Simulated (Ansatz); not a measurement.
in.yaml

```yaml
crystal:
  periodic: [false, false, false]
  atoms:
    - {symbol: B, position_ang: [0.000000, 0.000000, 1.484785]}
    - {symbol: Al, position_ang: [0.000000, 0.000000, -0.755666]}
    - {symbol: H, position_ang: [0.000000, 1.004980, 2.151421]}
    - {symbol: H, position_ang: [0.000000, -1.004980, 2.151421]}
basis:
  gaussian: {orbitals: 6-31G}
magnetization: {spin_polarized: false}
correlation: {method: ccsdtq, electrons: outside_noble_gas}
```

```sh
$ ansatz run in.yaml --threads 1 --pin off --events-out ev --progress --plain --max-ram 2393MiB
```

The program prints:

```
558 factors; integrals over basis functions are off by at most 2.1e-7 eV
mean field evaluation 1: about -7282.5235 eV, gradient 9.1e0 eV
mean field evaluation 2: about -7282.5214 eV, gradient 9.0e0 eV
mean field evaluation 4: about -7283.0586 eV, gradient 5.7e-1 eV
mean field evaluation 8: about -7283.0606 eV, gradient 3.8e-4 eV
mean field evaluation 16: about -7283.0606 eV, gradient 2.7e-6 eV
mean field evaluation 32: about -7279.5566 eV, gradient 2.1e-1 eV
mean field -7283.06056139 eV, -267.6475389953 hartree, gradient 2.7e-6 eV, S^2 0.000000; 0 other end points of the search recorded, 0 dependent functions left out; unrestricted orbitals would lower it
6 core orbitals not correlated: weight in the atoms' cores, before any rotation towards them, 1.000 or more for the frozen orbitals, at most 0.000 for the correlated occupied ones
reference -7283.06056139 eV, -267.6475389953 hartree; 4, 4 occupied and 16, 16 virtual orbitals, 558 factors
second order -2.06268063 eV of doubles, -0.00000000 eV of singles
cycle   1  -2.56574871 eV  change   -5.0e-1 eV  update   7.6e-2
cycle   2  -2.89821657 eV  change   -3.3e-1 eV  update   3.6e-2
cycle   3  -2.90355835 eV  change   -5.3e-3 eV  update   1.0e-2
cycle   4  -2.90492859 eV  change   -1.4e-3 eV  update   5.7e-3
cycle   5  -2.90799744 eV  change   -3.1e-3 eV  update   3.7e-3
cycle   6  -2.90906128 eV  change   -1.1e-3 eV  update   2.6e-3
cycle   7  -2.90893143 eV  change    1.3e-4 eV  update   1.5e-3
cycle   8  -2.90946525 eV  change   -5.3e-4 eV  update   7.5e-4
cycle   9  -2.90973770 eV  change   -2.7e-4 eV  update   3.6e-4
cycle  10  -2.90949199 eV  change    2.5e-4 eV  update   1.4e-4
cycle  11  -2.90950007 eV  change   -8.1e-6 eV  update   5.8e-5
cycle  12  -2.90950630 eV  change   -6.2e-6 eV  update   2.8e-5
cycle  13  -2.90953468 eV  change   -2.8e-5 eV  update   1.5e-5
cycle  14  -2.90954049 eV  change   -5.8e-6 eV  update   6.8e-6
cycle  15  -2.90953990 eV  change    5.9e-7 eV  update   3.4e-6
cycle  16  -2.90953917 eV  change    7.3e-7 eV  update   2.7e-6
cycle  17  -2.90953864 eV  change    5.3e-7 eV  update   1.2e-6
cycle  18  -2.90953852 eV  change    1.2e-7 eV  update   3.7e-7
Total energy: -7285.97009991 eV, -267.7544625638 hartree
```

For the same geometry and basis full CI lies 0.2 meV lower.

Ran on 1 thread of AMD EPYC 9R05, shared host: 3.1 s wall, 0.16 GiB peak host memory.
